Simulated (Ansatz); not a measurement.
Run this with the Python package of Ansatz (0.2.0) and show what comes out.

The script reads `input.yaml`:
```yaml
crystal:
  periodic: [false, false, false]
  atoms:
    - { symbol: Li, position_ang: [0.0, 0.0, 0.0] }
    - { symbol: S, position_ang: [0.0, 0.0, 2.27] }
magnetization:
  spin_polarized: true
  initial_magnetization: 1
basis:
  gaussian: { orbitals: def2-SVP }
correlation:
  method: mp2
```

`lis.py`:
```python
"""Run LiS from an input written out key by key."""

import ansatz as az


def main() -> None:
    session = az.Session.from_deck("input.yaml")
    rep = session.plan(threads=1).execute().report

    print("reference energy %16.6f eV" % rep["reference_energy_ev"])
    print("total energy     %16.6f eV" % rep["free_energy_ev"])
    print("occupied orbitals outside the frozen core (up, down):", rep["n_occupied"], " frozen:", rep["n_frozen"], " virtual:", rep["n_virtual"])
    symbols = ["Li", "S"]
    print("correlation energy", round(rep["free_energy_ev"] - rep["reference_energy_ev"], 5), "eV")
    cluster = rep["correlation"].get("coupled_cluster")
    if cluster:
        print("cycles", cluster["cycles"], " T1 diagnostic", round(cluster["t1_diagnostic"], 4), " largest double", round(cluster["largest_double"], 4))
    state = rep["mean_field"]["state"]
    print(f"mean field: {state['energy']['hartree']:.7f} Ha, <S^2> = {abs(state['spin_squared']):.4f}, stability: {state.get('stability', {}).get('kind')}")


if __name__ == "__main__":
    main()
```

```console
$ python lis.py
reference energy    -11016.861534 eV
total energy        -11019.761744 eV
occupied orbitals outside the frozen core (up, down): [5, 4]  frozen: 5  virtual: [17, 18]
correlation energy -2.90021 eV
mean field: -404.8621939 Ha, <S^2> = 0.7569, stability: minimum
```

Caveats:
- Total energies depend on the basis set; only differences at equal settings carry meaning.
- The geometry is a force-field or estimated start, not a minimum of this method, and the basis set is short of its limit.
- The run takes the species as open-shell (spin multiplicity 2), which needn't be its ground state.
- The spin state was assumed, and another may lie lower.
- The whole script took 0.5 s on 1 thread of Arm Neoverse V2, with other jobs on the host, peak memory 0.12 GiB.
